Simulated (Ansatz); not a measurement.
Relaxation of BClH4 (6 atoms, charge 0, multiplicity 1), to a largest force component of 0.03 eV/Å in at most 50 steps.

The calculation used RKS PBE0/def2-SVPD (Ansatz).

```xyz
6
Properties=species:S:1:pos:R:3
B -0.002 0.257 -0.019
H 0.003 0.392 1.174
H 1.045 0.265 -0.608
H -1.054 0.164 -0.590
Cl 0.087 -2.598 1.070
H 0.050 -1.404 1.662
```

Task: Where does it end, and by what steps?

Result: The run converged. After 7 steps the energy has fallen by 0.174 eV; Cl5 moved furthest, 0.62 Å.

```tsv
step	energy less start (eV)	largest force component (eV/Å)	accepted
0	0.0000	0.985	yes
1	-0.0153	1.113	yes
2	-0.0440	0.867	yes
3	-0.0831	0.830	yes
4	-0.1255	0.956	yes
5	-0.1681	0.384	yes
6	-0.1734	0.101	yes
7	-0.1742	0.021	yes
```

```xyz
6
Properties=species:S:1:pos:R:3
B 0.000 0.145 0.002
H -0.011 0.653 1.100
H 1.040 0.105 -0.607
H -1.042 0.037 -0.596
Cl 0.077 -2.060 0.762
H 0.065 -1.804 2.027
```

Whether the end is a true minimum wasn't checked by a vibrational analysis.

The run took 7.7 s on 2 threads of Arm Neoverse V2 (shared host), peak memory 0.13 GiB.
